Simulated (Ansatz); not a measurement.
Results of PBE-D3(BJ) in Ansatz (plane waves, PAW) for hcp Ru.

Run with plane-wave cutoff 500 eV, 30×30×18 k mesh (along the axes of the cell as run), Fermi–Dirac smearing 0.1 eV, no spin polarisation, scalar-relativistic PAW data made under PBE.

Computed at the level's own relaxed cell.

Task: What does this level give for the volume per atom, lattice parameter a and c axis length?

Result: 
- volume per atom: 13.45 Å³/atom
- lattice parameter a: 2.699 Å
- c axis length: 4.263 Å

Measured, for comparison: lattice constant a 2.706 Å (293 K, no zero-point or thermal correction, our sources range from 2.700 to 2.706; as tabulated in Wikipedia's data pages); lattice parameter c 4.282 Å (293 K, no zero-point or thermal correction; as tabulated in Wikipedia's data pages). Computed (rounded) less measured: lattice constant a -0.3 % (0.0 % to -0.3 % over the range), lattice parameter c -0.4 %. A static lattice is as a rule a little smaller and stiffer than an uncorrected measurement, which narrows the difference in the lattice parameter c and would widen misses of the other sign.

The computed numbers hold no vibrational or temperature effects.

Computing time: around 4 core-minutes (rough).

Ansatz is a first-principles code.
